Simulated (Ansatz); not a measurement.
Ideal-gas functions of BH$_{5}$S, SMILES `[BH3-][SH2+]` at 600 K and 1 bar, from an Ansatz frequency run at PBE0-D4/def2-TZVP.

Molar mass 47.92 g/mol, point group Cs (symmetry number 1), electronic degeneracy 1, moments of inertia 7.503, 45.364, 45.791 u Å². Harmonic wavenumbers (cm⁻¹, unscaled): 248, 433, 493, 563, 870, 943, 1103, 1149, 1156, 1215, 2476, 2553, 2583, 2685, 2697.

Use S(trans) = R[1.5 ln M + 2.5 ln T − 1.1517]; rotational temperatures θ = 24.2544 K / I; S(rot) = R[ln(√π/σ · √(T³/θAθBθC)) + 1.5]; for each mode x = 1.438777 ν̃/T, S = R[x/(eˣ − 1) − ln(1 − e⁻ˣ)] and H = RT x/(eˣ − 1); 1 cm⁻¹ = 0.0119627 kJ/mol; R = 8.31446 J/(mol·K).

Problem. By hand: the entropy, in J/(mol·K).

Solution. Translation 171.7. Rotation: θ = 3.2326, 0.5347, 0.5297 K, giving 97.4. Vibration, mode by mode: 12.76, 8.37, 7.39, 6.42, 3.56, 3.10, 2.29, 2.10, 2.07, 1.85, 0.15, 0.13, 0.12, 0.10, 0.10, in all 50.5. Electronic 0.0. Sum 319.6 J/(mol·K).

Problem. By hand: H − E and G − E in kJ/mol, counted from the electronic energy.

Solution. Zero-point energy ½ × 21167 × 0.0119627 = 126.6; thermal vibration 18.3; translation, rotation and pV give 4 RT = 20.0. H − E = 164.9 kJ/mol, and G − E = 164.9 − 600 × 319.6/1000 = -26.9 kJ/mol.

Vibration gives 16 % of the entropy.
